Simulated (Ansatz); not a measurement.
Two shapes of singlet C₂H₄O₂.

Shape 1:

```xyz
8

C     0.0000    0.0000    0.0000
O     0.0000    0.0000    1.2000
O     0.0000    1.0841   -0.7876
C     0.0000    2.3435   -0.0895
H     0.0000   -0.9712   -0.4949
H     0.0000    3.1599   -0.8118
H    -0.8898    2.4127    0.5362
H     0.8898    2.4127    0.5362
```

Shape 2:

```xyz
8

C     0.0000   -0.9285   -0.0654
O     0.0000   -0.9156    1.1316
O     0.0000    0.1455   -0.8496
C     0.0000    1.3995   -0.1837
H     0.0000   -1.8418   -0.6966
H     0.0000    2.1653   -0.9678
H    -0.8920    1.5055    0.4514
H     0.8920    1.5055    0.4514
```

Basis set: cc-pVDZ (spherical functions). Frozen core: 4 orbitals. Charge 0, multiplicity 1.

Computed with Ansatz (development build ahead of 0.2.0); each method stands on the lowest determinant of its kind that the runs found.

(1) Which shape is lower in energy, and by how much in each method?

Results:

(1)

```json
{"method": "RHF", "E(2) − E(1) (eV)": "-0.102"}
{"method": "RHF-MP2", "E(2) − E(1) (eV)": "-0.106"}
```

Shape 2 is lower.
